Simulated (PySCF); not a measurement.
H4N2, SMILES NN.

Geometry: B3LYP-D3(BJ)/def2-TZVP.

The numbers are results of CAM-B3LYP/def2-TZVPD (PySCF), not measurements.

```
Quantity                                                                                                        Value
---------------------------------------------------------------------------------------------  ----------------------
total energy                                                                                       -111.86748 hartree
point group                                                                                                        C2
highest occupied level                                                                                       -8.77 eV
lowest empty level                                                                                            0.93 eV
orbital gap                                                                                                   9.70 eV
dipole moment                                                                                               0.405 e·Å
quadrupole, principal values (traceless, Buckingham form, about the centre of nuclear charge)  -3.75, -0.34, 4.09 D·Å
mean static polarisability                                                                       22.6 bohr³ (3.34 Å³)
polarisability, principal values                                                               21.0, 21.1, 25.6 bohr³
```
